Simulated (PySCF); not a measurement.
## Worked example: chemical shift, span and skew from a shielding tensor

HN2, SMILES [NH+]#N, charge +1. Atoms are numbered in the order given.

```xyz
3

N      0.0000     0.0000    -0.6474
N      0.0000     0.0000     0.4369
H      0.0000     0.0000     1.4735
```
Charge +1, spin multiplicity 1.

Geometry optimised at PBE0-D3(BJ)/def2-TZVPD. The isomer is the one that the SMILES or the coordinates give; other isomers of the formula were not compared.

GIAO shieldings from PBE0/pcSseg-2 run with PySCF, non-relativistic, no solvent. The symmetric part of the tensor of N1 has the principal values -301.6, -301.6, 335.2 ppm. The same nucleus in NH3 has σ = 263.3 ppm at this level (PySCF, at its B3LYP-D3(BJ)/def2-TZVP geometry).

Problem. Work out the isotropic shielding, the ¹⁵N shift against NH3, the span and the skew.

Solution. 
σ(iso) = (σ11 + σ22 + σ33)/3 = -89.3 ppm. δ = σ(ref) − σ(iso) = 263.3 − (-89.3) = 352.6 ppm.
Span Ω = σ33 − σ11 = 636.8 ppm. Skew κ = 3(σ(iso) − σ22)/Ω = 1.00, an axial tensor. Tumbling in solution averages the tensor to δ; in a static solid the shielding alone would spread this spin-1/2 line over Ω.
